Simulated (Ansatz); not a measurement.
```yaml
crystal:
  periodic: [false, false, false]
  atoms:
    - {symbol: O, position_ang: [-0.595188, 0.745624, 0.069265]}
    - {symbol: C, position_ang: [0.164208, 0.374928, 0.190693]}
    - {symbol: C, position_ang: [0.281878, -0.438261, -0.047623]}
    - {symbol: Cl, position_ang: [-0.551877, -1.144590, -0.588438]}
    - {symbol: H, position_ang: [-1.052632, 0.470821, -0.230983]}
    - {symbol: H, position_ang: [0.638114, 0.771937, 0.450038]}
    - {symbol: H, position_ang: [0.838094, -0.879358, 0.057989]}
basis:
  gaussian: {orbitals: def2-TZVP, point_charges: [{charge: 1.00, position_ang: [6.023, 0.525, -0.677]}]}
hamiltonian: {xc: {name: BHLYP}}
```

```sh
$ ansatz run in.yaml --threads 2 --pin off --events-out ev --progress --plain --max-ram 4352MiB
```

It prints (some lines left out):

```
Functional definition: BHLYP
1040 factors; their error is unknown
mean field evaluation 1: about -16593.3553 eV, gradient 1.4e2 eV
mean field evaluation 2: about -16579.5799 eV, gradient 1.6e2 eV
mean field evaluation 4: about -16620.9819 eV, gradient 5.0e0 eV
mean field evaluation 8: about -16621.0220 eV, gradient 4.6e-2 eV
mean field evaluation 16: about -16621.1368 eV, gradient 2.5e-5 eV
mean field -16621.13684990 eV, -610.8155130225 hartree, gradient 2.5e-5 eV, S^2 0.000000; 0 other end points of the search recorded, 0 dependent functions left out
reference -16621.13698404 eV, -610.8155179520 hartree; 20, 20 occupied and 128, 128 virtual orbitals, 1040 factors
Total energy: -16621.13698404 eV, -610.8155179520 hartree
```

Task: Something in this input is off. What?

Result: The geometry is squeezed to about two thirds of its size. The calculation finished and met its thresholds. The result belongs to that input, not to the molecule as meant.
